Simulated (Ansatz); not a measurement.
# BHS (singlet): from Hartree-Fock to the top rungs at distance B1–H3 = 0.961 Å, 6-31G

Aim: climb from Hartree-Fock through coupled cluster and multireference methods for BHS (singlet) at one geometry and basis, and see what each rung misses.

Computed with Ansatz 0.2.0, Gaussian basis. Level: 6-31G, core rule «outside noble gas», up to 6 orbitals frozen.

Plan: UHF; CCSD(T) on RHF; BCCD(T) on RHF; CISD; CCSDT(Q) on RHF; CISDTQ; CCSDTQ on RHF; CASSCF and MRCISD+Q, 2 electrons in 2 orbitals; CASSCF and NEVPT2, 2 electrons in 2 orbitals; CASSCF and MRCISD+Q, 10 electrons in 9 orbitals; CASSCF and NEVPT2, 10 electrons in 9 orbitals; Full CI.

16 further runs of the same task are left out: 12 that didn't finish, 4 set aside as unsound or not needed.

## (1) The geometry

The geometry derives from a PBE0/def2-TZVP stationary point (not a proven minimum). One bond is set to the value named and the two fragments are kept rigid.

3 atoms, charge 0, spin multiplicity 1.

Atoms are counted from 1 here; the program's logs count them from 0.

Bond lengths: B1–S2 1.598 Å, B1–H3 0.961 Å. Angles: S2–B1–H3 180.0°.

As a file:

```xyz
3

B     0.0000    0.0000    0.2123
S     0.0000    0.0000   -1.3855
H     0.0000    0.0000    1.1733
```

## (2) UHF

in.yaml reads:

```yaml
crystal:
  periodic: [false, false, false]
  atoms:
    - {symbol: B, position_ang: [0.000000, 0.000000, 0.212267]}
    - {symbol: S, position_ang: [0.000000, 0.000000, -1.385533]}
    - {symbol: H, position_ang: [0.000000, 0.000000, 1.173267]}
basis:
  gaussian: {orbitals: 6-31G}
magnetization: {spin_polarized: true, initial_magnetization: 0}
hamiltonian: {xc: hf}
output: {orbitals: {seedname: orbitals}}
```

Run with:

```bash
$ ansatz run in.yaml --threads 1 --pin off --events-out ev --progress --plain --max-ram 2393MiB
```

Further steps of the session: CCSD(T) on RHF; BCCD(T) on RHF; CISD; CCSDT(Q) on RHF; CISDTQ; CCSDTQ on RHF; CASSCF and MRCISD+Q, 2 electrons in 2 orbitals; CASSCF and NEVPT2, 2 electrons in 2 orbitals; CASSCF and MRCISD+Q, 10 electrons in 9 orbitals; CASSCF and NEVPT2, 10 electrons in 9 orbitals; Full CI.

**Question.** What will the summary of the whole plan be? Wanted: FCI below the RHF energy; RMP2 from FCI; RCCSD from FCI; RCCSD(T) from FCI; RCCSDT(Q) from FCI; NEVPT2 pair from FCI; MRCISD+Q pair from FCI; NEVPT2 valence from FCI; T1 diagnostic.

As calculated:

| quantity | value |
| --- | --- |
| FCI below the RHF energy | -3.4830 eV |
| RMP2 from FCI | +47.1 kJ/mol |
| RCCSD from FCI | +16.4 kJ/mol |
| RCCSD(T) from FCI | +2.1 kJ/mol |
| RCCSDT(Q) from FCI | -0.1 kJ/mol |
| NEVPT2 pair from FCI | +41.6 kJ/mol |
| MRCISD+Q pair from FCI | +6.0 kJ/mol |
| NEVPT2 valence from FCI | +28.9 kJ/mol |
| levels within 1 kcal/mol (43 meV) | RCCSD(T), BCCD(T), RCCSDT, CISDTQ, RCCSDT(Q), RCCSDTQ, MRCISD valence, MRCISD+Q valence |
| T1 diagnostic | 0.028 |
| effectively unpaired electrons | 0.07 |

In words: RCCSD(T) misses by +2.1 kJ/mol, 0.6 % of the correlation energy. RCCSDT falls below full CI, which methods that aren't variational can do. One determinant dominates. Of the multireference levels listed MRCISD+Q valence comes nearest in total energy (+0.6 kJ/mol), which doesn't show that its space is the better one. These misses are within one basis, not against nature.
